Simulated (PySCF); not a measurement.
# Magnetisability: `[LiH]`, HLi

Geometry:
```
atom   x (Å)   y (Å)   z (Å)
 Li1   0.800  -0.003  -0.003
  H2  -0.798   0.004  -0.011
```

The calculation used GIAO KT1/aug-pcSseg-2 magnetisability, rotational g tensor and spin-rotation constants, non-relativistic, gas phase in PySCF. Geometry: PBE0-D3(BJ)/def2-SVP.

**Question.** What are the magnetisability and the molar susceptibility?

**Answer.** Isotropic -140 × 10⁻³⁰ J/T², or -8.4 × 10⁻⁶ cm³/mol; principal values -166, -126, -126 × 10⁻³⁰ J/T², anisotropy 39 × 10⁻³⁰ J/T² (root of half the summed squared differences of the principal values). The susceptibility is in cgs units.

**Question.** Split it along the inertial axes a, b, c into diamagnetic and paramagnetic parts about the centre of mass, with the quadrupole moment.

**Answer.** 
```csv
axis,χ (10⁻⁶ cm³/mol),diamagnetic (10⁻⁶ cm³/mol),paramagnetic (10⁻⁶ cm³/mol),summed x² of all electrons (Å²),quadrupole Θ (D Å)
a,-10.0,-10.0,0.0,4.0,-3.63
b,-7.6,-22.0,14.4,1.2,+1.82
c,-7.6,-22.0,14.4,1.2,+1.82
```
Anisotropies 2χaa − χbb − χcc = -4.8 and 2χbb − χaa − χcc = +2.4 × 10⁻⁶ cm³/mol. Θ is traceless in Buckingham's convention.

**Question.** And the rotational g tensor?

**Answer.** 
```csv
axis,rotational constant (GHz),g,nuclear part,electronic part
b,224.6376,-0.5895,0.9280,-1.5175
c,224.6376,-0.5895,0.9280,-1.5175
```
Linear; isotopes 1H, 7Li; no vibrational averaging.
